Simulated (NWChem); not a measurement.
Correlation energy of disulfur (S$_{2}$)

```xyz
2

S      0.0000     0.0000     0.9520
S      0.0000     0.0000    -0.9520
```
Charge 0, spin multiplicity 3.

Everything below was run with NWChem. The geometry was optimised at UPBE0/def2-SVP, a minimum by its harmonic frequencies.

Basis set: cc-pVTZ. Each correlation energy counts from its own Hartree-Fock reference.

The correlated methods keep 10 core orbitals frozen. The unpaired electrons of the parent sit in orbitals of symmetry b2g and b3g (D2h labels of the run); other states weren't searched. No SCF solution was tested for a lower state. Open-shell Hartree-Fock references start from PBE0 orbitals. No row is a measurement; the coupled-cluster row has its own basis-set and correlation limits.

```json
[
 {"method": "URI-MP2", "correlation energy (mHa)": "-313.0"},
 {"method": "UMP2", "correlation energy (mHa)": "-312.9"},
 {"method": "CCSD[T] on UHF", "correlation energy (mHa)": "?"},
 {"method": "CCSD(T) on UHF", "correlation energy (mHa)": "-359.0"},
 {"method": "CCSD on UHF", "correlation energy (mHa)": "?"},
 {"method": "SCS-UMP2", "correlation energy (mHa)": "?"},
 {"method": "CCSD[T] on ROHF", "correlation energy (mHa)": "-374.5"},
 {"method": "CCSD(T) on ROHF", "correlation energy (mHa)": "-374.5"},
 {"method": "CCSD on ROHF", "correlation energy (mHa)": "?"}
]
```

Some entries are withheld; supply them.


- CCSD[T] on UHF, correlation energy (mHa): -359.4
- CCSD on UHF, correlation energy (mHa): -339.8
- SCS-UMP2, correlation energy (mHa): -303.1
- CCSD on ROHF, correlation energy (mHa): -353.6
